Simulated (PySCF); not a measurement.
# Basis and Hamiltonian dependence of the ionisation energy of Mg

Mg [Ne] 3s2 (1S) → Mg⁺ [Ne] 3s1 (2S). Calculated with PySCF 2.14 from differences of total energies of unrestricted determinants, without spin-orbit coupling. Values in eV.

```csv
basis,Hamiltonian,functions,UHF,r2SCAN,PBE0,MP2 (valence),CCSD(T) (valence),CCSD(T) (valence and next inner shell)
cc-pVDZ-DK,spin-free X2C,18,6.634,n/a,n/a,7.215,7.527,n/a
pcseg-2,non-relativistic,19,6.601,7.349,n/a,7.161,7.490,n/a
jorge-DZP-DKH,spin-free X2C,24,6.610,7.374,7.561,7.179,7.501,n/a
aug-cc-pVDZ-DK,spin-free X2C,27,6.634,7.403,7.588,7.223,7.529,n/a
x2c-TZVPall,spin-free X2C,32,6.621,7.377,7.570,7.211,7.510,n/a
def2-TZVP,non-relativistic,32,6.611,n/a,n/a,7.202,7.501,n/a
aug-cc-pVTZ,non-relativistic,50,6.607,7.367,7.542,7.252,7.526,n/a
dyall-av2z,non-relativistic,64,6.607,7.369,7.546,7.224,7.521,n/a
"aug-cc-pVTZ with one added diffuse shell each of s, p, d, f type",non-relativistic,66,6.607,7.367,7.542,7.253,7.526,n/a
aug-cc-pCVTZ,non-relativistic,75,6.606,7.372,7.541,7.255,7.527,7.600
"aug-cc-pCVTZ-DK with one added diffuse shell each of s, p, d, f type",spin-free X2C,91,6.616,7.382,7.551,7.265,7.535,7.609
dyall-av3z,non-relativistic,117,6.605,7.370,7.542,7.261,7.529,n/a
dyall-av3z,spin-free X2C,117,6.615,7.380,7.552,7.270,7.537,n/a
aug-cc-pV5Z,non-relativistic,131,6.606,7.369,7.543,7.280,n/a,n/a
```

Frozen in the all-electron rows: valence: [Ne]; valence and next inner shell: 1s2.

Reference for a calculation without spin-orbit coupling: 7.646 eV (measured, between term centres; NIST).
